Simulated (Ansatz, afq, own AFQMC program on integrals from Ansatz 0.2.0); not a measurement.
## CH₂Al, doublet in cc-pVDZ, levels against CCSDT(Q)

```xyz
4

Al    0.0000    0.0000    0.7050
C     0.0000    0.0000   -1.2658
H     0.0000   -0.8961   -1.8941
H     0.0000    0.8961   -1.8941
```

Connectivity, by distances: Al–CH2.

Basis cc-pVDZ. Noble-gas cores (and the filled d shells of Ga–Kr and In–Xe) are frozen. Ansatz 0.2.0 and our own AFQMC program on the same integrals; the CISD trial comes from CCSD amplitudes, and released means the phaseless constraint is let go. Free projection: walkers drawn from exp(T), propagated without any constraint. Its projection time is finite, and what remains of the start isn't in its error. Error bars are statistical, one sigma.

Determinant: UHF, the one that the program's search chose, which needn't be the lowest solution. The geometry is a point of a scan.

No full CI on the walks' own integrals is used here; CCSDT(Q) serves as the reference and is uncertain by about the last step of the cluster series.

Cautions: the determinant is a saddle point among determinants of its kind.

The T1 diagnostic is 0.0140, the weight of the determinant in the CISD state is 0.878 and the ⟨S²⟩ of the determinant is 0.760. The size of the correlated space is 9 electrons in 36 orbitals.

```csv
level,correlation energy (eV)
MP2,-4.4034
CCSD,-5.3133
CCSD(T),-5.4457
```

(1) Estimate where free-projection AFQMC lies against CCSD(T) on the same integrals.

(1) 2.9 ± 2.2 kJ/mol below CCSD(T). The gap is under twice the noise, so this walk alone can't tell the two apart.

Reference: CCSDT(Q), correlation energy -5.477 eV. The released energy is read at 2.40 1/Eh (meV from the phaseless value at times in 1/Eh: 2 ± 11 at 0.24, 14 ± 9 at 0.51, 20 ± 10 at 0.99, 14 ± 10 at 1.62, 19 ± 12 at 2.40).

```json
{"level": "CCSD(T)", "E − E(reference) (kJ/mol)": "3.1", "share of correlation (%)": "99.42"}
{"level": "CCSDT", "E − E(reference) (kJ/mol)": "0.8", "share of correlation (%)": "99.85"}
{"level": "ph-AFQMC/HF", "E − E(reference) (kJ/mol)": "-2.3 ± 5.0", "share of correlation (%)": "100.44"}
{"level": "ph-AFQMC/CISD", "E − E(reference) (kJ/mol)": "0.6 ± 0.9", "share of correlation (%)": "99.89"}
{"level": "released AFQMC", "E − E(reference) (kJ/mol)": "2.4 ± 1.2", "share of correlation (%)": "99.55"}
{"level": "free AFQMC", "E − E(reference) (kJ/mol)": "0.2 ± 2.2", "share of correlation (%)": "99.96"}
```

Free projections are given only where their last times agree within the noise and don't stop above the reference; a slow remainder of the start can still hide under it. A walk keeps the symmetry of its determinant, which the program's search chose and which needn't be the lowest solution, so a lower state of the same spin and another symmetry isn't excluded. Released energies are given only where the last usable release times agree within the noise; a slower fall can still hide under it.
